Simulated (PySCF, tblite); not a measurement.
# C5H9F: magnetic properties

What do calculations give for the magnetic properties of C5H9F (`C[C@@H]1C[C@@H]1CF`)?

Computed with tblite 0.8.0 and PySCF 2.14.0 and routines of our own; the level stands in each step. Atoms count from 0.

## 1. The system as given

15 atoms, charge 0, multiplicity 1; geometry from: force field or distance geometry start.

## 2. Geometry optimisation with GFN2-xTB, one coordinate held

What the job is given:

```
{"job": {"kind": "relax", "xc": "GFN2-xTB", "basis": "xTB"}, "charge": 0, "multiplicity": 1}
C      1.553800    -0.746400    -0.135400
C      0.785200     0.546400    -0.161000
C      0.097200     1.024300     1.095000
C     -0.723300     0.603300    -0.115300
C     -1.574100    -0.628300    -0.043000
F     -2.880300    -0.234600    -0.023400
H      1.146100    -1.454100     0.588500
H      1.523900    -1.204300    -1.120300
H      2.597500    -0.560400     0.124800
H      1.285300     1.280600    -0.764600
H      0.083200     0.394700     1.971600
H      0.124000     2.085300     1.318000
H     -1.212500     1.372900    -0.679800
H     -1.424000    -1.241800    -0.946100
H     -1.393000    -1.228900     0.839500
```

Run with:

```sh
$ OMP_NUM_THREADS=1 python excited_run.py task.json out
```

The driver reads the jobs from task.json and runs them one after another.

What it wrote:

```text
step      E/eV     max force
  0    -544.30149    1.198
  1    -544.32731    0.526
  2    -544.33449    0.188
  3    -544.34025    0.166
  4    -544.34314    0.179
  5    -544.34583    0.135
  6    -544.34694    0.071
  7    -544.34755    0.049
  8    -544.34804    0.061
  9    -544.34853    0.072
 10    -544.34888    0.072
 11    -544.34913    0.060
 12    -544.34935    0.064
 13    -544.34965    0.078
 14    -544.35007    0.077
 15    -544.35053    0.061
 16    -544.35095    0.055
 17    -544.35132    0.050
 18    -544.35170    0.073
 19    -544.35209    0.079
 20    -544.35236    0.064
 21    -544.35251    0.063
 22    -544.35260    0.063
 23    -544.35266    0.053
 24    -544.35271    0.040
 25    -544.35274    0.038
 26    -544.35276    0.041
 27    -544.35279    0.041
 28    -544.35281    0.036
 29    -544.35282    0.040
```

It took 0.32 s on 1 thread of Arm Neoverse N1, shared host; peak memory 0.18 GiB.

One coordinate is held by a constraint (a dihedral, as typed in the start), so the force along it need not vanish.

Step by step:

```tsv
step	energy from step 0 (eV)	largest force (eV/Å)
0	0.0000	1.1983
1	-0.0258	0.5261
2	-0.0330	0.1883
3	-0.0388	0.1659
4	-0.0417	0.1787
5	-0.0443	0.1352
6	-0.0455	0.0707
7	-0.0461	0.0493
8	-0.0466	0.0606
9	-0.0470	0.0720
10	-0.0474	0.0724
11	-0.0476	0.0599
12	-0.0479	0.0641
13	-0.0482	0.0776
14	-0.0486	0.0766
15	-0.0490	0.0607
16	-0.0495	0.0549
17	-0.0498	0.0501
18	-0.0502	0.0725
19	-0.0506	0.0792
20	-0.0509	0.0638
21	-0.0510	0.0634
22	-0.0511	0.0628
23	-0.0512	0.0525
24	-0.0512	0.0400
25	-0.0513	0.0381
26	-0.0513	0.0413
27	-0.0513	0.0407
28	-0.0513	0.0364
29	-0.0513	0.0402
```

Close pairs (by a distance rule), those that changed most:

```tsv
bond	before (Å)	after (Å)	change (Å)
C2–C3	1.522	1.501	-0.021
C4–F5	1.364	1.377	+0.012
C4–H14	1.083	1.094	+0.011
C3–H12	1.073	1.084	+0.011
C1–H9	1.074	1.084	+0.010
C1–C2	1.510	1.500	-0.010
C3–C4	1.499	1.508	+0.009
C1–C3	1.510	1.503	-0.007
```

The end geometry stands in the next job.

## 3. Magnetic properties: GIAO B3LYP/pcSseg-1

What the job is given:

```
{"job": {"kind": "mag", "xc": "B3LYP", "basis": "pcSseg-1", "isotopologues": 0}, "charge": 0, "multiplicity": 1}
C      1.518144    -0.759096    -0.134732
C      0.787884     0.560445    -0.145817
C      0.099218     1.060084     1.089377
C     -0.713165     0.624584    -0.095242
C     -1.539914    -0.635994    -0.056573
F     -2.879102    -0.319552    -0.013614
H      1.073052    -1.449632     0.575829
H      1.498383    -1.218430    -1.121767
H      2.558509    -0.604925     0.145846
H      1.271424     1.306297    -0.766147
H      0.100394     0.417021     1.956718
H      0.143205     2.111044     1.329412
H     -1.193281     1.399100    -0.681945
H     -1.400087    -1.237823    -0.963226
H     -1.335795    -1.244525     0.829606
```

Level: GIAO B3LYP/pcSseg-1 magnetisability, rotational g tensor and spin-rotation constants, non-relativistic, gas phase.

What it wrote:

```text
coarse grid: 12096 points
cycle   1  E = -295.6116363401  dE =  6.602e-01  |g| = 5.703e-01  |ddm| = 3.271e+00
cycle   2  E = -295.5712392526  dE =  4.040e-02  |g| = 7.761e-01  |ddm| = 1.026e+00
cycle   3  E = -295.6764731840  dE = -1.052e-01  |g| = 6.662e-02  |ddm| = 5.926e-01
cycle   4  E = -295.6771159725  dE = -6.428e-04  |g| = 3.247e-02  |ddm| = 6.422e-02
cycle   5  E = -295.6773373492  dE = -2.214e-04  |g| = 4.992e-03  |ddm| = 3.125e-02
cycle   6  E = -295.6773419219  dE = -4.573e-06  |g| = 2.011e-03  |ddm| = 6.935e-03
final grid: 115992 points
cycle   7  E = -295.7301956513  dE = -3.946e-05  |g| = 8.022e-03  |ddm| = 2.694e-02
cycle   8  E = -295.7301823341  dE =  1.332e-05  |g| = 1.145e-02  |ddm| = 1.649e-02
cycle   9  E = -295.7302103067  dE = -2.797e-05  |g| = 8.979e-04  |ddm| = 9.820e-03
cycle  10  E = -295.7302104388  dE = -1.321e-07  |g| = 2.131e-04  |ddm| = 8.265e-04
cycle  11  E = -295.7302104461  dE = -7.314e-09  |g| = 5.445e-05  |ddm| = 2.144e-04
cycle  12  E = -295.7302104468  dE = -6.214e-10  |g| = 1.729e-05  |ddm| = 5.799e-05
converged SCF energy = -295.7302104468

Magnetisability tensor (1e-30 J/T^2)
    -1074.88       35.61        3.49
       35.61    -1156.48       46.27
        3.49       46.27     -967.63
isotropic -1066.33   principal values   -1178.37  -1064.86   -955.76
isotropic susceptibility -64.216 1e-6 cm^3/mol

Inertial axes            a          b          c
rot. const./GHz      6.9421     2.1575     1.8451
chi total           -64.288    -65.875    -62.485
chi diamagnetic    -272.569   -621.270   -721.732
chi paramagnetic    208.281    555.395    659.248
quadrupole/D A       -6.795      3.147      3.648
g nuclear            0.6791     0.5586     0.5645
g electronic        -0.6793    -0.5629    -0.5715
g total             -0.0002    -0.0044    -0.0069

Spin-rotation constants (kHz, H = +C I.J)
atom  isotope        aa         bb         cc
  5    19F        2.619      0.686      0.495
  6     1H       -0.609     -0.250     -0.036
  7     1H       -0.749     -0.073     -0.099
  8     1H        0.169     -0.241     -0.195
  9     1H       -0.510     -0.220     -0.058
 10     1H       -0.827     -0.249      0.016
 11     1H       -0.764      0.030     -0.203
 12     1H       -0.617     -0.182     -0.056
 13     1H       -0.762      0.057     -0.080
 14     1H       -0.756     -0.212      0.116
  0    13C*       1.107      0.297      0.262
  1    13C*       1.236      0.272      0.213
  2    13C*       1.054      0.343      0.238
  3    13C*       1.310      0.269      0.266
  4    13C*       1.420      0.596      0.550
* in the singly substituted isotopologue
```

Run time: 34 s. Hardware: 1 thread of Arm Neoverse N1, shared host; peak memory 0.74 GiB.

Key values:

```tsv
quantity	value
magnetisability	-1066·10⁻³⁰ J/T²
molar susceptibility	-64.2·10⁻⁶ cm³/mol
rotational g (a, b, c)	-0.0002, -0.0044, -0.0069
```

Orbitals, density, ELF and potential are computed afterwards from the orbital file.

Frontier orbitals at B3LYP/pcSseg-1, with the share of their density that lies nearest to each atom:

```tsv
orbital	energy (eV)	lies on
HOMO	-7.87	C3 30 %; C1 23 %; C2 8 %
LUMO	1.10	H9 21 %; 4 H atoms about 12 % each
```

ELF in a plane through or near 6 of the atoms.

Ten even steps from '0' (0.00) to '9' (1.00):
```
0000000000000000000000000000
0000000000000000000000000000
0000000000000000000000000000
0000000000037995100000000000
0000000000079999500000000000
0000000000169998400000000000
0000000000257876420000000000
0000000001477128741000000000
0000000001588678851023200000
0000189963664235662378620000
0000599996675115764688730000
0000499992165002421678840000
0000046545675002564136520000
0000000013432001464001100000
0000000001000000232000000000
0000000000000000000000000000
0000000000000000000000000000
0000000000000000000000000000
0000000000000000000000000000
0000000000000000000000000000
```
The map spans 10.9 Å across and 10.0 Å up, centred on the molecule. Atoms in the plane (x, y in Å): C0 (-1.5, -0.7), C2 (0.0, 1.3), C4 (1.5, -0.7), F5 (2.9, -0.5), H8 (-2.6, -0.5), H11 (-0.1, 2.4).

log10 of the density (e/Å³) in the same plane.

Values, 10 rows by 14 columns:
```
-4.0 -4.0 -4.0 -4.0 -4.0 -4.0 -4.0 -4.0 -4.0 -4.0 -4.0 -4.0 -4.0 -4.0
-4.0 -4.0 -4.0 -4.0 -4.0 -3.5 -2.8 -2.7 -3.1 -4.0 -4.0 -4.0 -4.0 -4.0
-4.0 -4.0 -4.0 -4.0 -3.2 -2.0 -0.9 -0.6 -1.5 -2.7 -4.0 -4.0 -4.0 -4.0
-4.0 -4.0 -4.0 -3.3 -2.3 -1.2 -0.2  0.1 -0.7 -1.8 -2.9 -4.0 -4.0 -4.0
-4.0 -4.0 -3.0 -2.0 -1.5 -0.5  0.1  0.1 -0.1 -1.1 -1.2 -1.5 -3.0 -4.0
-4.0 -3.4 -2.0 -0.5  0.1  0.1 -0.3 -0.7  0.0  0.0  0.8  0.1 -1.8 -4.0
-4.0 -3.7 -2.4 -1.2 -0.5  0.0 -0.6 -1.4 -0.4 -0.2 -0.6 -0.9 -2.4 -4.0
-4.0 -4.0 -3.5 -2.5 -1.9 -1.5 -1.9 -2.2 -1.6 -1.6 -2.4 -3.0 -4.0 -4.0
-4.0 -4.0 -4.0 -3.9 -3.4 -3.2 -3.4 -3.6 -3.2 -3.2 -3.8 -4.0 -4.0 -4.0
-4.0 -4.0 -4.0 -4.0 -4.0 -4.0 -4.0 -4.0 -4.0 -4.0 -4.0 -4.0 -4.0 -4.0
```
The map spans 10.9 Å across and 10.0 Å up, centred on the molecule. Atoms in the plane (x, y in Å): C0 (-1.5, -0.7), C2 (0.0, 1.3), C4 (1.5, -0.7), F5 (2.9, -0.5), H8 (-2.6, -0.5), H11 (-0.1, 2.4).

On the surface of density 0.002 e/bohr³ the electrostatic potential runs, from the 1st to the 99th percentile, from -1.19 V near F5 to 0.91 V near H14.

## 4. What came out

| quantity | value |
| --- | --- |
| magnetisability (step 3, GIAO B3LYP/pcSseg-1) | -1066·10⁻³⁰ J/T² |
| molar susceptibility (step 3, GIAO B3LYP/pcSseg-1) | -64.2·10⁻⁶ cm³/mol |
| rotational g (a, b, c) (step 3, GIAO B3LYP/pcSseg-1) | -0.0002, -0.0044, -0.0069 |
| surface potential, 1st and 99th percentile | -1.19 V and 0.91 V |

In words: The values above hold for this geometry and these levels alone. Vibrational averaging and real surroundings are missing from these values.
